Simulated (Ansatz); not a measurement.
Ansatz (a first-principles code) input:

Ansatz 0.2 input:
```yaml
crystal:
  periodic: [false, false, false]
  atoms:
    - {symbol: C, position_ang: [0.00913574, 0.00173503, -1.20562697]}
    - {symbol: C, position_ang: [-0.00077797, -0.00014775, 0.10266711]}
    - {symbol: H, position_ang: [0.02818759, 0.94008178, -1.73766571]}
    - {symbol: H, position_ang: [-0.00183081, -0.93507619, -1.74059173]}
    - {symbol: O, position_ang: [-0.00956292, -0.00181616, 1.26200208]}
basis:
  gaussian:
    orbitals: aug-cc-pVDZ
magnetization: {spin_polarized: false}
correlation: {method: ccsd_t, electrons: outside_noble_gas}
output: {forces: true}
```

**Question.** What final total energy does it print?

**Answer.** -152.23681 Eh (CCSD(T)/aug-cc-pVDZ). The basis has 87 functions.
